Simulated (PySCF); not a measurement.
This PySCF input asks for the NMR shieldings of SMILES Cc1ccsc1, C5H6S; the geometry comes from PBE0-D3(BJ)/def2-SVP.

```python
import basis_set_exchange as bse
import numpy as np
from pyscf import gto, dft
from pyscf.prop import nmr

atoms = """
C    -1.722773   -0.171953   -0.151102
C    -0.260162    0.111307   -0.011533
C     0.754541   -0.897807   -0.006320
C     2.017465   -0.389723    0.132523
S     1.997521    1.322197    0.259246
C     0.285119    1.364171    0.125538
H    -2.314593    0.753298   -0.125664
H    -1.940005   -0.685800   -1.101238
H    -2.081682   -0.825146    0.660313
H     0.546183   -1.965067   -0.103127
H     2.961268   -0.932354    0.166984
H    -0.242873    2.316871    0.154411
"""
names = dict.fromkeys(["C", "S", "H"], "pcSseg-1")
basis = {el: gto.basis.parse(bse.get_basis(n, elements=[el], fmt="nwchem")) for el, n in names.items()}
mol = gto.M(atom=atoms, basis=basis, charge=0, verbose=0)
mf = dft.RKS(mol, xc="PBE0")
mf.grids.level = 2
mf.grids.alignment = dft.numint.BLKSIZE   # the property module wants whole blocks of grid points
mf.conv_tol = 1e-9
mf.kernel()

calc = nmr.RKS(mf)   # GIAO
C = mf.mo_coeff
Co = C[:, mf.mo_occ > 0]
resp = mf.gen_response(singlet=True, hermi=2)
def vind(x):   # induced exchange potential for any number of trial vectors
    d = np.einsum("pi,xij,qj->xpq", C, 2 * x.reshape(-1, C.shape[1], Co.shape[1]), Co, optimize=True)
    return np.einsum("xpq,pi,qj->xij", resp(d - d.transpose(0, 2, 1)), C, Co, optimize=True).ravel()
mo1, _ = nmr.rhf.solve_mo1(calc, with_cphf=vind)
sigma = calc.kernel(mo1)
for i, s in enumerate(sigma):   # ppm
    w = np.linalg.eigvalsh((s + s.T) / 2)
    print("%2d %-2s iso %8.1f  s11 %8.1f  s22 %8.1f  s33 %8.1f" % (i, mol.atom_pure_symbol(i), w.mean(), *w))
```

Question: What are the results?

Answer: 
```
 0 C  iso    167.0  s11    154.7  s22    158.3  s33    188.0
 1 C  iso     42.5  s11    -38.2  s22     21.2  s33    144.4
 2 C  iso     51.1  s11    -31.3  s22     41.3  s33    143.3
 3 C  iso     50.8  s11    -40.5  s22     50.3  s33    142.7
 4 S  iso    284.8  s11    158.2  s22    295.6  s33    400.7
 5 C  iso     55.9  s11    -29.5  s22     63.6  s33    133.6
 6 H  iso     29.0  s11     23.8  s22     28.8  s33     34.5
 7 H  iso     28.8  s11     24.3  s22     26.9  s33     35.2
 8 H  iso     28.8  s11     24.3  s22     27.0  s33     35.2
 9 H  iso     24.3  s11     21.1  s22     24.7  s33     27.0
10 H  iso     24.2  s11     21.3  s22     24.4  s33     26.8
11 H  iso     24.5  s11     21.4  s22     25.5  s33     26.7
```

These numbers come from an equivalent density-fitted implementation of the same equations, which agrees with the script to about 0.01 ppm for H and up to a few tenths of a ppm for heavy atoms, so last digits may differ.

Question: Turn these shieldings into chemical shifts. Scale: 13C (σref 184.41) and 1H (σref 31.27) vs TMS; 33S (σref 495.66) against CS2 (reference shieldings calculated alike).

Answer: Averaging equivalent atoms: C 1: 141.9; C 3: 133.6; C 2: 133.3; C 5: 128.5; C 0: 17.4; S 4: 211; H 10: 7.09; H 9: 6.98; H 11: 6.74; H 6/7/8: 2.37 ppm. 

Size and cost of the density-fitted run: 139 basis functions, 17 s wall time on 1 thread of an Intel Xeon Platinum 8259CL, shared host; peak memory 0.74 GiB.
